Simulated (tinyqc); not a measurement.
Inside a calculation (part 2 of 2). Method: RKS/PBE0 in the sto-3g basis, for OH-, spin multiplicity 1. The basis has no diffuse functions, so it cannot describe the extra electron: this is an exercise in the method, not the real anion. Computed by tinyqc, a small Python program that keeps every step (integrals from PySCF). Command: `OMP_NUM_THREADS=1 python tinyqc.py 20977 20978 out.jsonl` (the two numbers bound the seeds that draw the settings). One thread of a shared host (Intel(R) Xeon(R) Processor @ 2.60GHz), about 0.5 s of CPU time with the checks.

Geometry (angstrom):
```
atom         x         y         z
O     0.000000  0.000000  0.000000
H     0.000000  0.000000  1.011000
```

## Iteration 20 (converged): orbitals

converged F (hartree):
```
             1O 1s      1O 2s    1O 2px    1O 2py     1O 2pz      2H 1s
1O 1s   -18.020330  -4.661877  0.000000  0.000000  -0.017998  -0.947527
1O 2s    -4.661877  -1.387214  0.000000  0.000000  -0.088369  -0.495804
1O 2px    0.000000   0.000000  0.488589  0.000000   0.000000   0.000000
1O 2py    0.000000   0.000000  0.000000  0.488589   0.000000   0.000000
1O 2pz   -0.017998  -0.088369  0.000000  0.000000   0.461333  -0.161449
2H 1s    -0.947527  -0.495804  0.000000  0.000000  -0.161449   0.053210
```

X:
```
            1O 1s      1O 2s    1O 2px    1O 2py     1O 2pz      2H 1s
1O 1s    1.023048  -0.132574  0.000000  0.000000  -0.008189   0.022977
1O 2s   -0.132574   1.123713  0.000000  0.000000   0.084688  -0.288775
1O 2px   0.000000   0.000000  1.000000  0.000000   0.000000   0.000000
1O 2py   0.000000   0.000000  0.000000  1.000000   0.000000   0.000000
1O 2pz  -0.008189   0.084688  0.000000  0.000000   1.070458  -0.241073
2H 1s    0.022977  -0.288775  0.000000  0.000000  -0.241073   1.169044
```

Diagonalise F' = X^T F X, C = X C', fill 5 alpha and 5 beta electrons from the bottom; D = 2 C_occ C_occ^T. Each column has its largest component positive (the first on a tie).

F' = X^T F X (hartree):
```
            1          2         3         4          5          6
1  -17.661667  -2.540645  0.000000  0.000000  -0.041101  -0.132651
2   -2.540645  -0.430938  0.000000  0.000000   0.051940  -0.362444
3    0.000000   0.000000  0.488589  0.000000   0.000000   0.000000
4    0.000000   0.000000  0.000000  0.488589   0.000000   0.000000
5   -0.041101   0.051940  0.000000  0.000000   0.611156  -0.368888
6   -0.132651  -0.362444  0.000000  0.000000  -0.368888   0.398952
```

orbital energies (hartree): MO1 -18.030365, MO2 -0.263563, MO3 0.256321, MO4 0.488589, MO5 0.488589, MO6 0.955110

coefficients C:
```
              MO1        MO2        MO3       MO4        MO5        MO6
1O 1s    0.993717  -0.227598  -0.134553  0.000000   0.000000   0.086140
1O 2s    0.026849   0.811959   0.653276  0.000000   0.000000  -0.533012
1O 2px   0.000000   0.000000   0.000000  0.705698   0.708512   0.000000
1O 2py   0.000000   0.000000   0.000000  0.708512  -0.705698   0.000000
1O 2pz   0.003727   0.121570  -0.536374  0.000000   0.000000  -0.953281
2H 1s   -0.007389   0.325798  -0.642178  0.000000   0.000000   0.995041
```

D after iteration 20:
```
            1O 1s      1O 2s    1O 2px    1O 2py     1O 2pz      2H 1s
1O 1s    2.114756  -0.492040  0.000000  0.000000   0.096410   0.009826
1O 2s   -0.492040   2.173534  0.000000  0.000000  -0.503180  -0.310366
1O 2px   0.000000   0.000000  2.000000  0.000000   0.000000   0.000000
1O 2py   0.000000   0.000000  0.000000  2.000000   0.000000   0.000000
1O 2pz   0.096410  -0.503180  0.000000  0.000000   0.604980   0.768055
2H 1s    0.009826  -0.310366  0.000000  0.000000   0.768055   1.037184
```

Within a degenerate level the vectors are fixed only up to a rotation; this is one choice.

## Convergence

Stop when the energy changes by less than 1e-10 hartree and every element of the error matrix X^T (F D S - S D F) X is below 3e-06.

Course of the cycle:
```
iteration   E (hartree)     change  largest element of the error matrix
1          -73.19537649          -                             7.64e-01
2          -74.18049641  -9.85e-01                             4.84e-01
3          -74.29573111  -1.15e-01                             2.86e-01
4          -74.32511722  -2.94e-02                             1.38e-01
5          -74.33197196  -6.85e-03                             7.09e-02
6          -74.33372652  -1.75e-03                             3.51e-02
7          -74.33416005  -4.34e-04                             1.77e-02
8          -74.33426937  -1.09e-04                             8.81e-03
9          -74.33429668  -2.73e-05                             4.42e-03
10         -74.33430354  -6.85e-06                             2.21e-03
11         -74.33430525  -1.72e-06                             1.11e-03
12         -74.33430568  -4.30e-07                             5.54e-04
13         -74.33430579  -1.08e-07                             2.77e-04
14         -74.33430582  -2.70e-08                             1.39e-04
15         -74.33430583  -6.77e-09                             6.95e-05
16         -74.33430583  -1.70e-09                             3.48e-05
17         -74.33430583  -4.25e-10                             1.74e-05
18         -74.33430583  -1.07e-10                             8.72e-06
19         -74.33430583  -2.67e-11                             4.37e-06
20         -74.33430583  -6.68e-12                             2.19e-06
```

PySCF RKS in the same basis, fine grid = -74.33598234 hartree

Converged in 20 iterations. The coarse grid moves the energy by +1.68e-03 hartree.

## Populations, bond orders and dipole

overlap S:
```
           1O 1s     1O 2s    1O 2px    1O 2py    1O 2pz     2H 1s
1O 1s   1.000000  0.236704  0.000000  0.000000  0.000000  0.047490
1O 2s   0.236704  1.000000  0.000000  0.000000  0.000000  0.440181
1O 2px  0.000000  0.000000  1.000000  0.000000  0.000000  0.000000
1O 2py  0.000000  0.000000  0.000000  1.000000  0.000000  0.000000
1O 2pz  0.000000  0.000000  0.000000  0.000000  1.000000  0.374181
2H 1s   0.047490  0.440181  0.000000  0.000000  0.374181  1.000000
```

Mulliken: Z minus the diagonal of D S on the atom; Loewdin: the same with S^(1/2) D S^(1/2); Mayer order: 2 sum_s sum (D(s) S)_ij (D(s) S)_ji over the two atoms.

Charges (e):
```
atom   Mulliken    Loewdin
1O    -0.811575  -0.815405
2H    -0.188425  -0.184595
```

Mayer bond orders:
```
pair     order
2-1   0.964496
```

dipole moment about the origin, x y z (debye): 0.000000  0.000000  -0.323384
